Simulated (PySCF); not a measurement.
How far each method lies from full CI for GaAs⁺, sextet

Geometry: that of the GaAs⁺, quartet, kept fixed. The quartet lies 5.1 eV lower here.

| atom | x (Å) | y (Å) | z (Å) |
| --- | --- | --- | --- |
| Ga | 0.0000 | 0.0000 | 0.0000 |
| As | 0.0000 | 0.0000 | 2.7035 |

Basis cc-pVDZ; PySCF 2.14.0. Only valence electrons are correlated (noble-gas cores and the filled d shells of p-block atoms frozen), which leaves 7 electrons in 26 orbitals. Prefix R: restricted or restricted open-shell reference; prefix U: unrestricted. No spin–orbit coupling is included, and no scalar relativity.

Full CI is exact within this basis and frozen core; it isn't the basis-set limit. The frozen core follows each run's orbitals, which can shift R against U totals by a few meV for light atoms and by up to 0.1 eV past Ca.

The UHF ⟨S²⟩ is 8.753. The T1 diagnostic (ROHF- or RHF-based CCSD) is 0.0134 and the largest doubles amplitude (ROHF- or RHF-based CCSD) is 0.044.

| level | E − E(RHF) (eV) |
| --- | --- |
| RMP2 | -1.7127 |
| RCCSD | -2.1822 |
| RCCSD(T) | -2.2262 |

Q: Estimate how far full CI in cc-pVDZ lies from RCCSD(T). The table doesn't fix it; the size of (T) and the diagnostics are the guide.

A: Full CI in cc-pVDZ lies 1.5 kJ/mol below RCCSD(T), which is 36 % of the (T) step (-4.2 kJ/mol). The diagnostics give no warning, yet the rest is a sizeable part of (T).

The other levels:

```csv
level,E − E(full CI) (kJ/mol),share of correlation (%),wall time
RCCSDT,0.3,99.85,17 s
```

The correlation energy at full CI, counted from RHF, is -2.242 eV. Full CI, over all symmetries tried, took 6.1 min on 1 thread of Arm Neoverse V1, shared host; the state has 1,496,572 determinants.

Run but not shown, since their state, orbitals or frozen core can't be matched to the reference's or they repeat it: UHF, UMP2, UCCSD, UCCSD(T).

Times are those of the correlated step on a shared host, with one SCF added for the restricted CCSD run; they ran on 1 thread of Arm Neoverse V1.

The full-CI state has the irrep B1 of C2v, in the program's axes (one component, if the state is degenerate).

Natural occupations of full CI about the gap: 1.946 0.998 0.994 0.989 0.989 0.987 0.019 0.013 0.011 0.009; effectively unpaired electrons, Σ n²(2−n)², 5.01.
